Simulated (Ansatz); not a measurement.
Basis-set extrapolation for C$_{3}$H$_{8}$N$_{2}$ (`CCC(=N)N`) (PBE0-D4/def2-TZVP geometry, frozen core, Ansatz). Multiplicity 1, RHF reference.

```
                      def2-TZVPP   def2-QZVPP
                 HF  -227.252133  -227.262976
    MP2 correlation    -0.926931    -0.988708
CCSD(T) correlation    -1.005397      not run
```

Energies in hartree. Use E(X) = E(∞) + A·exp(−7.88·√X) for Hartree–Fock and E(X) = E(∞) + B·X^(−2.97) for correlation, with X = 3 and 4, and add CCSD(T) minus MP2 of the smaller set to the MP2 limit.

Task: What is the CCSD(T) energy at the basis-set limit?

Result: HF limit: -227.262976 + (-0.010843) × 0.13774 = -227.26447. MP2 limit: -0.988708 + (-0.061777) × 0.74074 = -1.03447. Higher-order term: -1.005397 − (-0.926931) = -0.07847. Total: -228.37741 hartree, 314.7 kJ/mol below CCSD(T)/def2-TZVPP.
